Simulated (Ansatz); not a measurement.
# BN2H (singlet): geometry optimisation

Aim: relax a generated start of BN2H (singlet) and see which bonds hold.

Program: Ansatz 0.2.0, Gaussian basis. Level of theory: RKS PBE0/def2-TZVP. These are calculated values, not measurements.

## 1. The system as given

4 atoms, charge 0, spin multiplicity 1.

Atoms are counted from 1 here; the program's logs count them from 0.

Bond lengths: B1–N2 1.321 Å, B1–N3 1.284 Å, N3–H4 0.990 Å. Angles: N2–B1–N3 179.8°, B1–N3–H4 170.9°.

Geometry (Å):

```
B     0.5488    0.0873   -0.0465
N     1.8539    0.2936   -0.0672
N    -0.7205   -0.1082   -0.0279
H    -1.6823   -0.2727    0.1417
```

The start was built by rule and, where that kept it together, relaxed with GFN2-xTB. Sticks and bond lists go by distance. 

## 2. The run

in.yaml

```yaml
crystal:
  periodic: [false, false, false]
  atoms:
    - {symbol: B, position_ang: [0.548834, 0.087254, -0.046516]}
    - {symbol: N, position_ang: [1.853947, 0.293631, -0.067244]}
    - {symbol: N, position_ang: [-0.720524, -0.108219, -0.027904]}
    - {symbol: H, position_ang: [-1.682257, -0.272666, 0.141663]}
basis:
  gaussian: {orbitals: def2-TZVP}
hamiltonian: {xc: pbe0}
relax: {f_tol: 0.004, max_steps: 80}
```

Launch:

```sh
> ansatz run in.yaml --threads 1 --pin off --events-out ev --progress --plain --max-ram 2176MiB
```

Q: Predict the outcome of this session. Wanted: energy gained; shift from the start; total energy; dipole moment.

**Answer**, as computed:

```
                  quantity          value
                     steps             11
             energy gained       0.256 eV
shift from the start (rms)        0.254 Å
              total energy  -3665.2529 eV
             dipole moment         2.47 D
```

The bonds of the start are those of the end. B1–N3 went from 1.284 to 1.320 Å. No vibrations were run, so this is a stationary point, not a proven minimum, and this spin need not be the ground state's.
